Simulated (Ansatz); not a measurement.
What does this script print? It uses Ansatz 0.2.0, Python API.

`ch2cl2.xyz`
```text
5

Cl    1.67710   -0.38630    0.25210
C    -0.11510   -0.09230    0.06060
Cl   -0.48390    1.28810   -1.00790
H    -0.48420   -0.97740   -0.37430
H    -0.54410    0.09430    1.02810
```

`ch2cl2.py`:
```python
'''Active-space calculation on CH2Cl2.'''

import ansatz as az

molecule = az.Crystal.molecule_from_extxyz('ch2cl2.xyz')

calc = (
    molecule.calculation()
    .basis(gaussian='6-31G*')
    .scf(lower_state_search='off')
    .correlation(active_electrons=2, active_orbitals=2)
)
for method in [None]:
    report = (calc if method is None else calc.correlation(method)).run(threads=1, pin='off').report
    space = report['configurations']
    state = space['states'][0]
    print(method or 'casscf', f'total {report["free_energy_ev"] / 27.211386246:.6f} Ha, active-space state {state["energy"]["hartree"]:.6f} Ha, mean field {report["reference_energy_ev"] / 27.211386246:.6f} Ha')
    print('  determinants', state['n_determinants'], ' natural occupations', [round(n, 3) for n in space['natural_occupations']])
```

```console
$ python ch2cl2.py
casscf total -958.001947 Ha, active-space state -958.001947 Ha, mean field -957.983023 Ha
  determinants 4  natural occupations [1.967, 0.033]
```

What to keep in mind:
- These settings explore the input space; basis and method may be short of convergence.
- The geometry is a force-field or estimated start, not a minimum of this method, and the basis set is short of its limit. The active space starts as a window about the frontier orbitals and is then optimised, not chosen by chemistry.
- The whole script took 1.4 s on 1 thread of Arm Neoverse V1, with other jobs on the host, peak memory 0.16 GiB.

(Lines on the test bed's own set-up are left out of the output.)
